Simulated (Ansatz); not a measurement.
Process, species as SMILES: ClCCl + 2 [H][H] (H2) → C (CH4) + 2 Cl (HCl)
B3LYP-D3(BJ)/def2-TZVP geometries, fixed; electronic energies without zero-point terms.

The energy of full hydrogenation at MP2 with Ansatz (a quantum-chemistry and plane-wave program), in kcal/mol, split into its Hartree-Fock and correlation parts. Cores are frozen. No added dispersion term, no relativity. Functions are those of the species that has most.

```json
[
 {"basis": "cc-pV(D+d)Z", "X": "2", "functions": "70", "Hartree-Fock": "-55.90", "MP2": "-47.02"},
 {"basis": "cc-pV(T+d)Z", "X": "3", "functions": "136", "Hartree-Fock": "-52.44", "MP2": "-44.81"},
 {"basis": "cc-pV(Q+d)Z", "X": "4", "functions": "243", "Hartree-Fock": "-52.28", "MP2": "-43.84"},
 {"basis": "cc-pV(5+d)Z", "X": "5", "functions": "401", "Hartree-Fock": "-52.23", "MP2": "-43.10"}
]
```

Worked estimate of the basis-set limit from each neighbouring pair, with Hartree-Fock from the larger set and the correlation part extrapolated as X^-3.
Correlation parts: X = 2: 8.88, X = 3: 7.63, X = 4: 8.44, X = 5: 9.13.
- (2,3): (27·(7.63) - 8·(8.88))/19 = 7.10; with Hartree-Fock -52.44 the estimate is -45.34 kcal/mol.
- (3,4): (64·(8.44) - 27·(7.63))/37 = 9.03; with Hartree-Fock -52.28 the estimate is -43.25 kcal/mol.
- (4,5): (125·(9.13) - 64·(8.44))/61 = 9.85; with Hartree-Fock -52.23 the estimate is -42.38 kcal/mol.
The last two estimates differ by 0.87 kcal/mol; the largest set lies 0.72 from the last. Over the last step Hartree-Fock moves by 0.05 and the correlation part by 0.69.
